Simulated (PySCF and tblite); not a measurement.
The numbers below are computed, except where a source is named.
C₅H₁₂, numbered as in [CH3:1][CH2:2][CH2:3][CH2:4][CH3:5]. Free energies: PBE0-D3(BJ)/def2-TZVP on PBE0-D3(BJ)/def2-SVP structures plus GFN2-xTB thermal terms, symmetry and mirror images included. Conformers within 4 kcal/mol (GFN2-xTB free energy) were kept, 5 at most. GIAO shieldings: PBE0/pcSseg-1. Shifts are against TMS (¹H), TMS (¹³C) at the same level. Run with PySCF (density fitting) and tblite.

Torsions listed: C1–C2–C3–C4, C2–C3–C4–C5. Of a mirror pair one member is shown.

```tsv
conformer	shape	point group	mirror pair	ΔE(DFT)	Δ(G−E) at 260 K	δ C2/C4 (ppm)
1	180°, 180°	C2v	no	0.00	0.00	27.2
2	-177°, -65°	C1	yes	0.61	0.11	24.6
3	60°, 60°	C2	yes	1.01	0.31	20.0
4	-63°, 88°	C1	yes	2.88	0.34	26.9
```

Energies in kcal/mol; the thermal term leaves out symmetry numbers and mirror images.

Q: Work out the weights at 260 K and the ¹³C shift of C2/C4 under fast exchange.

A: RT = 0.517 kcal/mol. Each conformer gets RT ln(σ/g), with σ the rotational symmetry number and g = 2 for a mirror pair: 1: σ = 2, g = 1, G = 0.00 + 0.00 + 0.36 = 0.36, 0.00 above the lowest, exp(−ΔG/RT) = 1.000; 2: σ = 1, g = 2, G = 0.61 + 0.11 − 0.36 = 0.37, 0.01 above the lowest, exp(−ΔG/RT) = 0.986; 3: σ = 2, g = 2, G = 1.01 + 0.31 + 0.00 = 1.32, 0.96 above the lowest, exp(−ΔG/RT) = 0.156; 4: σ = 1, g = 2, G = 2.88 + 0.34 − 0.36 = 2.86, 2.50 above the lowest, exp(−ΔG/RT) = 0.008. The sum is 2.150, so the weights are 46.5, 45.9, 7.2, 0.4 %. The averaged shift is 25.5 ppm. At 298.15 K it is 25.4 ppm. At 298.15 K the leading conformer alone gives 24.6 ppm and bare DFT energies give 25.8 ppm.
